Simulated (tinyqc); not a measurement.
Starting guesses with DIIS over 6 matrices: SCF starting guesses in the sto-3g basis, for CH3+, spin multiplicity 1. Computed by the program tinyqc with PySCF. 

Geometry (angstrom):
```
atom        x        y       z
C      0.0000   0.0000  0.0490
H      1.1200   0.0000  0.0000
H     -0.5600   0.9700  0.0000
H     -0.5600  -0.9700  0.0000
```

lowest restricted solution found by these runs and by PySCF = -38.778673 hartree

RHF with one setting changed at a time; a run stops when the energy changes by less than 1e-09 hartree and the error matrix is below 1e-5. Starts: the lowest orbitals of the core Hamiltonian, of the Wolfsberg-Helmholz matrix (K = 1.75), projected atomic densities, random orbitals, and the highest orbitals of the core Hamiltonian (a deliberately bad start).

Largest element of the error matrix X^T (FDS - SDF) X:
```
iteration     core  Wolfsberg-Helmholz  atomic densities   random  highest core orbitals
1          7.3e-01             3.4e-01           7.3e-01  6.8e+00                2.1e-01
2          7.4e-02             3.7e-02           5.7e-02  4.6e-01                6.9e-01
3          4.6e-03             7.0e-03           8.7e-03  1.5e-01                6.1e-01
4          6.8e-04             2.1e-04           2.5e-03  1.0e-01                3.4e-01
5          7.0e-05             2.4e-05           3.6e-05  3.0e-02                3.0e-01
6          1.5e-06             6.0e-07           7.2e-06  6.2e-03                3.3e-02
8                -                   -                 -  9.2e-05                8.8e-05
10               -                   -                 -  3.8e-06                6.4e-06
```

How each run ends:
```
run                    iterations  E (hartree)         state
core                            7    -38.77867  lowest found
Wolfsberg-Helmholz              6    -38.77867  lowest found
atomic densities                7    -38.77867  lowest found
random                         10    -38.77867  lowest found
highest core orbitals          10    -38.15124        higher
```

4 of 5 runs reach the lowest restricted solution found, in 6 to 10 iterations (fastest: Wolfsberg-Helmholz). Ending on a higher stationary point: highest core orbitals; a small error matrix cannot reveal that, and an occupation fixed by the start is kept by symmetry or by the shape of the basin. The first errors are 7e-01, 3e-01, 7e-01, 7e+00, 2e-01; the deliberately bad start has the smallest one, so a small first error does not mark a good start.
